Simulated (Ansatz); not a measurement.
We consider solid bromine, described by PBEsol (Ansatz, a quantum-chemistry and plane-wave program, plane waves, PAW).

Settings: plane-wave cutoff 520 eV, 6×6×4 k mesh (along the axes of the cell as run), perturbation theory, scalar-relativistic PAW data made under PBE.

Cell (measured lattice):

```yaml
crystal:
  lattice:
    - [3.37150, -2.33425, 0.00000]
    - [3.37150, 2.33425, 0.00000]
    - [0.00000, 0.00000, 8.70020]
  atoms:
    - { symbol: Br, position: [0.12520, 0.87480, 0.88275] }
    - { symbol: Br, position: [0.37480, 0.62520, 0.38275] }
    - { symbol: Br, position: [0.62520, 0.37480, 0.61725] }
    - { symbol: Br, position: [0.87480, 0.12520, 0.11725] }
```

Problem. Estimate the high-frequency dielectric constant (mean over three axes) that the calculation returns.

Solution. 
high-frequency dielectric constant (mean over three axes): 5.79

Note: the run finds an imaginary mode (59i cm⁻¹), so the cell is a saddle point at this level; the cell isn't this level's own, so it is under some stress, which shifts stiffness and frequencies.

Cost on a shared machine: very roughly 5 core-minutes.
